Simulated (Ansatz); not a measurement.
# C₃H₂F₂: up Jacob's ladder to CCSD(T)

An exercise on one series of results from a longer session: the logs are not shown, and one member is left open.

Program: Ansatz 0.2.0, Gaussian basis. Level of theory: functionals in def2-TZVPP, the program's frozen cores in correlated methods. These are calculated values, not measurements.

Levels to be run: LDA (SPW92), PBE-D4, revPBE-D4, BLYP-D4, r2SCAN-D4, B97M-V, PBE0-D4, B3LYP-D4, r2SCANh-D4, r2SCAN0-D4, HSE06-D4, BHLYP-D4, CAM-B3LYP-D4, LC-ωPBE, ωB97X-V, ωB97M-V, B2PLYP, PBE-QIDH; CCSD(T)/def2-SVP; CCSD(T)/def2-TZVPP; MP2/def2-QZVPP; extrapolation to the limit; RPA on PBE.

### Structure used throughout

The geometry comes from an earlier relaxation with PBE0-D4 in a triple-zeta def2 set; it is a stationary point, not always the lowest conformer.

7 atoms, charge 0, spin multiplicity 1.

Atoms are counted from 1 here; the program's logs count them from 0.

Bond lengths: F1–C2 1.355 Å, C2–F3 1.355 Å, C2–C4 1.439 Å, C2–C5 1.439 Å, C4–C5 1.312 Å, C4–H6 1.078 Å, C5–H7 1.078 Å. Angles: F1–C2–F3 106.1°, F1–C2–C4 122.4°, F1–C2–C5 122.4°, F3–C2–C4 122.4°, F3–C2–C5 122.4°, C4–C2–C5 54.2°, C2–C4–C5 62.9°, C2–C4–H6 148.9°, C5–C4–H6 148.2°, C2–C5–C4 62.9°, C2–C5–H7 148.9°, C4–C5–H7 148.2°.

Set-up of the first run:

The input, in.yaml:

```yaml
crystal:
  periodic: [false, false, false]
  atoms:
    - {symbol: F, position_ang: [-0.117878, -1.814169, 0.277335]}
    - {symbol: C, position_ang: [0.289654, -0.522265, 0.304158]}
    - {symbol: F, position_ang: [1.388781, -0.492233, 1.095894]}
    - {symbol: C, position_ang: [-0.634136, 0.578919, 0.226162]}
    - {symbol: C, position_ang: [0.125882, 0.360914, -0.820675]}
    - {symbol: H, position_ang: [-1.406320, 1.171635, 0.690282]}
    - {symbol: H, position_ang: [0.415318, 0.649099, -1.818755]}
basis:
  gaussian: {orbitals: def2-TZVPP}
hamiltonian: {xc: lda}
output: {orbitals: {seedname: orbitals}}
```

Run with:

```
> ansatz run in.yaml --threads 2 --pin off --events-out ev --progress --plain --max-ram 4352MiB
```

Steps of the session up to this table: LDA; PBE-D4 (GGA); revPBE-D4 (GGA); BLYP-D4 (GGA); r2SCAN-D4 (meta-GGA); B97M-V (meta-GGA); PBE0-D4 (hybrid); B3LYP-D4 (hybrid); r2SCANh-D4 (hybrid); r2SCAN0-D4 (hybrid); HSE06-D4 (hybrid); BHLYP-D4 (hybrid); CAM-B3LYP-D4 (range-separated); LC-ωPBE (range-separated); ωB97X-V (range-separated); ωB97M-V (range-separated); B2PLYP (double hybrid); PBE-QIDH (double hybrid).

One table of the session follows, with a row left open; its other results are not shown here.

```
  functional  HOMO (eV)  gap (eV)
 LDA (SPW92)      -7.21      5.10
      PBE-D4      -7.04      5.21
   revPBE-D4      -6.97      5.25
     BLYP-D4      -6.97      5.26
   r2SCAN-D4      -7.34      5.77
      B97M-V      -7.49      6.03
     PBE0-D4      -8.62      7.87
    B3LYP-D4      -8.41      7.38
  r2SCANh-D4          ?         ?
  r2SCAN0-D4      -8.82      8.22
    HSE06-D4      -8.21      7.07
    BHLYP-D4     -10.15     10.53
CAM-B3LYP-D4     -10.10     10.50
     LC-ωPBE     -11.38     13.05
     ωB97X-V     -11.04     12.62
     ωB97M-V     -10.94     12.40
```

Q: Estimate the row for r2SCANh-D4 from the others.

Worked estimate for «HOMO (eV)». Against the share of exact exchange, r2SCAN-D4 (0, -7.34), r2SCAN0-D4 (0.25, -8.82) give a slope of -5.92 per unit share; at 0.1 the line stands at -7.93.

**Answer.** HOMO (eV): -7.93; gap (eV): 6.76. In «HOMO (eV)» the line misses by 0.00.
